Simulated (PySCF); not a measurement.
# How methods differ on the ionisation energy of C

C [He] 2s2 2p2 (3P) → C⁺ [He] 2s2 2p1 (2P), as a difference of total energies. Computed with PySCF 2.14 in aug-cc-pVQZ-DK, with scalar relativity by spin-free X2C-1e. Correlated levels: valence: 1s2 frozen. The calculations carry no spin-orbit coupling.

| method | ionisation energy (eV) |
| --- | --- |
| UHF | 10.795 |
| MP2 (valence) | 11.279 |
| SCS-MP2 (valence) | 11.145 |
| CCSD (valence) | 11.173 |
| CCSD(T) (valence) | 11.204 |

Errors of the correlated levels include the incompleteness of this basis and the frozen core.

Question: Which method comes closest to the reference value, and which is furthest?

Answer: The reference is 11.262 eV (measured; NIST levels, between the centres of gravity of the two terms). Closest: MP2 (valence) (error 0.017 eV); furthest: UHF (error -0.467 eV).
